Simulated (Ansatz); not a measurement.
The end point of a relaxation of BP. Space group F-43m (No. 216), zinc blende type. Method: PBEsol (plane waves to 420 eV, PAW, scalar-relativistic; Ansatz, an electronic-structure program).

Space group F-43m (No. 216); a = 4.5201 Å, b = 4.5201 Å, c = 4.5201 Å, α = 90.00°, β = 90.00°, γ = 90.00°

| atom | site | symmetry | x | y | z |
|---|---|---|---|---|---|
| P | 4a | -43m | 0.0000 | 0.0000 | 0.0000 |
| B | 4c | -43m | 0.2500 | 0.2500 | 0.2500 |
(The calculation used a cell of 2 atoms; values per cell refer to that cell.)

```json
{
 "volume_per_atom": "11.54 Å³",
 "band_gap": "1.11 eV, indirect (valence top at Γ, conduction bottom at 83 % of the way from Γ to X) (no spin-orbit coupling)",
 "smallest_direct_gap": "3.38 eV at Γ",
 "shortest_distances": "B–P 1.96 Å; B–B 3.20 Å; P–P 3.20 Å",
 "k-mesh": "13×13×13"
}
```

No spin polarisation in the result.

Measured for BP: a 4.525 Å (static lattice; corrected from measurement; as listed in Daniel Mejia-Rodriguez, S. B. Trickey, Phys. Rev. B (2018)); gap 2 eV (room temperature; as listed in arXiv:1206.3780). Computed minus measured — a: PBEsol -0.1 %; gap: PBEsol -0.89 eV. The computed values are for a static lattice, and a measured gap can be an optical one, lowered by exciton binding.

The run could not lose the symmetry of its start; a randomly shaken copy of 4 atoms returns to this structure.
